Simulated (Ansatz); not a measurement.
# CH5AlO: the cost of one run

Method: PBE0-D4/def2-SVP; program: Ansatz 0.2.0, Gaussian basis.

16 further runs of the same task are left out: 16 set aside as unsound or not needed.

## Step 1: The system as given

The first end: 8 atoms, charge 0, spin multiplicity 1.

Atoms are counted from 1 here; the program's logs count them from 0.

Bond lengths: Al1–O2 1.700 Å, Al1–H3 1.581 Å, Al1–C4 1.949 Å, O2–H5 0.955 Å, C4–H6 1.093 Å, C4–H7 1.095 Å, C4–H8 1.094 Å. Angles: O2–Al1–H3 114.3°, O2–Al1–C4 121.2°, H3–Al1–C4 124.4°, Al1–O2–H5 123.7°, Al1–C4–H6 112.0°, Al1–C4–H7 110.9°, Al1–C4–H8 111.8°, H6–C4–H7 107.3°, H6–C4–H8 107.8°, H7–C4–H8 106.7°.

Coordinates:

```
Al   -0.2093   -0.7894   -0.3770
O     0.4447   -0.5894   -1.9330
H    -0.8968   -2.1922   -0.1350
C    -0.0836    0.6222    0.9613
H     0.8903    0.2044   -2.2235
H    -0.6814    0.3992    1.8489
H     0.9523    0.7576    1.2908
H    -0.4160    1.5877    0.5673
```

The second end:

```xyz
8
CH5AlO
Al   -0.96260   -1.08903    0.53354
O    -0.00418   -0.83536   -1.38779
H     0.11981   -1.59832   -1.96022
C    -0.10663    0.66820    1.01214
H     0.72999   -0.22164   -1.51555
H    -0.37977    1.01801    2.01320
H     0.99124    0.59309    0.99600
H    -0.38766    1.46517    0.30859
```

## Step 2: The band at PBE0-D4/def2-SVP

The input, neb/in.yaml:

```yaml
crystal:
  periodic: [false, false, false]
  atoms:
    - {symbol: Al, position_ang: [-0.209268, -0.789421, -0.376983]}
    - {symbol: O, position_ang: [0.444742, -0.589354, -1.933041]}
    - {symbol: H, position_ang: [-0.896815, -2.192235, -0.134954]}
    - {symbol: C, position_ang: [-0.083602, 0.622246, 0.961310]}
    - {symbol: H, position_ang: [0.890280, 0.204353, -2.223522]}
    - {symbol: H, position_ang: [-0.681414, 0.399225, 1.848935]}
    - {symbol: H, position_ang: [0.952311, 0.757562, 1.290832]}
    - {symbol: H, position_ang: [-0.416035, 1.587724, 0.567322]}
basis:
  gaussian: {orbitals: def2-SVP}
hamiltonian: {xc: pbe0, dispersion: d4}
neb:
  images: 5
  climbing: true
  max_iterations: 40
  initial_path: idpp
  final_atoms:
    - {symbol: Al, position_ang: [-0.962597, -1.089033, 0.533537]}
    - {symbol: O, position_ang: [-0.004180, -0.835364, -1.387795]}
    - {symbol: H, position_ang: [0.119810, -1.598321, -1.960218]}
    - {symbol: C, position_ang: [-0.106634, 0.668198, 1.012135]}
    - {symbol: H, position_ang: [0.729992, -0.221642, -1.515550]}
    - {symbol: H, position_ang: [-0.379773, 1.018005, 2.013204]}
    - {symbol: H, position_ang: [0.991244, 0.593088, 0.995997]}
    - {symbol: H, position_ang: [-0.387662, 1.465168, 0.308589]}
```

On the command line:

```sh
ansatz run in.yaml --threads 2 --pin off --events-out ev --progress --plain --max-ram 4352MiB
```

**Question.** How long does this run take on 2 threads of Arm Neoverse V1, shared host?

About 2.4 min.
